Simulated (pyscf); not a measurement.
# Routes from HP=GeH₂ + hydrogen (H₂)

Candidate steps break at most two bonds and form at most two. Each was searched with GFN2-xTB (tblite) first. PySCF, gas phase, ωB97X-D3(BJ)/def2-SVP geometries. Energies: ωB97M-D3(BJ)/def2-TZVP, kJ/mol, from the separated reactants, singlet surface; ΔG‡ with ideal gas, 1 atm, RRHO with modes under 100 cm⁻¹ raised to 100, one conformer, R ln 2 for chiral ones without a mode under 150 cm⁻¹.

| products | type | ΔE‡ | ΔE | ΔG‡ 298 K | ΔG‡ 900 K | ν‡ (cm⁻¹) |
|---|---|---|---|---|---|---|
| H₂P–GeH₃ | addition across a multiple bond or ene-type step | 149.7 | -153.1 | 184.0 | 257.2 | 1585i |
| PH₃ + GeH₂ [singlet] | concerted two-bond exchange | 153.1 | +24.6 | 186.5 | 253.5 | 794i |

Row 2: On the product side the descent ends in an adduct with a Ge–P contact, 112.0 kJ/mol under the separated species and 226.2 kJ/mol under the saddle at ωB97X-D3(BJ)/def2-TZVP. 

Plain bond fissions and candidates not yet searched are not listed, and one of them may be faster. Each barrier is that of the saddle found; lower ones may exist. Elements up to Kr have no core potential and no relativistic terms here.
